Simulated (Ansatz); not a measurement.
Reaction (SMILES): FCF → F[CH]F + H atom
B3LYP-D3(BJ)/def2-TZVP geometries, fixed; electronic energies without zero-point terms.

Basis-set convergence of the bond dissociation energy at PBE0 with Ansatz (a program for electronic structure). Cartesian d functions, on some or all atoms, in 6-31G*, 6-31+G*; all else is spherical. The program fits the integrals of some runs and decomposes those of others, by size. Open shells are unrestricted. No added dispersion term, no relativity. Functions are those of the species that has most. Reference: the value in aug-pcseg-3, 103.55 kcal/mol, itself unsure by roughly 0.03 kcal/mol (its mean distance from aug-cc-pVQZ, cc-pV5Z, def2-QZVPPD). Deviations are taken from unrounded values.

```tsv
basis	functions	bond dissociation energy (kcal/mol)
6-31G*	49	103.31
6-31+G*	61	104.84
cc-pVDZ	52	102.40
aug-cc-pVDZ	87	103.79
def2-SVP	52	102.50
def2-SVPD	82	104.20
pcseg-1	52	103.79
aug-pcseg-1	87	104.64
6-311G**	66	103.79
6-311+G**	78	104.31
def2-TZVP	105	103.38
def2-TZVPD	135	103.48
cc-pVTZ	118	103.52
aug-cc-pVTZ	184	103.69
pcseg-2	118	103.72
aug-pcseg-2	184	103.68
def2-TZVPP	121	103.57
def2-TZVPPD	151	103.66
cc-pVQZ	225	103.62
aug-cc-pVQZ	332	103.58
def2-QZVPP	231	103.59
def2-QZVPPD	261	103.54
pcseg-3	246	103.59
aug-pcseg-3	353	103.55
```

What the diffuse functions change, pair by pair:
- 6-31G* to 6-31+G*: 12 more functions, deviation -0.25 to 1.29 kcal/mol
- cc-pVDZ to aug-cc-pVDZ: 35 more functions, deviation -1.16 to 0.24 kcal/mol
- def2-SVP to def2-SVPD: 30 more functions, deviation -1.05 to 0.65 kcal/mol
- pcseg-1 to aug-pcseg-1: 35 more functions, deviation 0.24 to 1.09 kcal/mol
- 6-311G** to 6-311+G**: 12 more functions, deviation 0.23 to 0.76 kcal/mol
- def2-TZVP to def2-TZVPD: 30 more functions, deviation -0.17 to -0.08 kcal/mol
- cc-pVTZ to aug-cc-pVTZ: 66 more functions, deviation -0.03 to 0.13 kcal/mol
- pcseg-2 to aug-pcseg-2: 66 more functions, deviation 0.17 to 0.13 kcal/mol
- def2-TZVPP to def2-TZVPPD: 30 more functions, deviation 0.01 to 0.10 kcal/mol
- cc-pVQZ to aug-cc-pVQZ: 107 more functions, deviation 0.07 to 0.03 kcal/mol
- def2-QZVPP to def2-QZVPPD: 30 more functions, deviation 0.03 to -0.02 kcal/mol
- pcseg-3 to aug-pcseg-3: 107 more functions, deviation 0.03 to 0.00 kcal/mol

Leaving out the reference's own pair, they bring the value nearer the reference by more than 0.03 kcal/mol in 5 of 11 pairs.
